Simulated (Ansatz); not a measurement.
Reaction: H5SiPO (hydroxysilylphosphane, SMILES O[SiH2]P) → SiPH4 (SMILES [SiH2]P, doublet) + HO (SMILES [OH], doublet) (the O-Si bond breaks)
Each species at its own B3LYP-D3(BJ)/def2-TZVP minimum (Ansatz, a program for electronic structure), one conformer.

Quantity: bond dissociation energy (electronic), in kJ/mol. UHF or UKS for unpaired electrons; spin-orbit terms are left out. CBS(X,Y): correlation extrapolated as X^-3, Hartree-Fock from the larger set. A bracket is a step between two methods taken in the basis named. Functionals run without relativity, which enters their misses. Double hybrids freeze cores in their MP2 part. '+ core + X2C': CCSD(T) terms for core correlation (cc-pwCVTZ, 1s frozen past Ne) and scalar relativity (cc-pVTZ-DK).

CCSD(T)/CBS(cc-pV(T+d)Z,cc-pV(Q+d)Z) + [CCSDT(Q) - CCSD(T)]/cc-pV(D+d)Z + core + X2C (Ansatz) gives 530.5 kJ/mol.

Task: How far off this value is PBE/def2-TZVPD (Ansatz), in which direction, and which of these levels come nearer: r2SCAN/def2-TZVPD, PBE0/def2-TZVPD, wB97M-V/def2-TZVPD, B2PLYP/def2-TZVPD, CCSD(T)/CBS(cc-pV(T+d)Z,cc-pV(Q+d)Z) + core + X2C?

Result: PBE gives 502.0 kJ/mol, 28.5 kJ/mol below it. Differences of the others: r2SCAN/def2-TZVPD (Ansatz) -33.5; PBE0/def2-TZVPD (Ansatz) -34.2; wB97M-V/def2-TZVPD (Ansatz) -6.0; B2PLYP/def2-TZVPD (Ansatz) -19.7; CCSD(T)/CBS(cc-pV(T+d)Z,cc-pV(Q+d)Z) + core + X2C (Ansatz) -0.1 kJ/mol. Nearer than PBE: wB97M-V/def2-TZVPD, B2PLYP/def2-TZVPD, CCSD(T)/CBS(cc-pV(T+d)Z,cc-pV(Q+d)Z) + core + X2C.
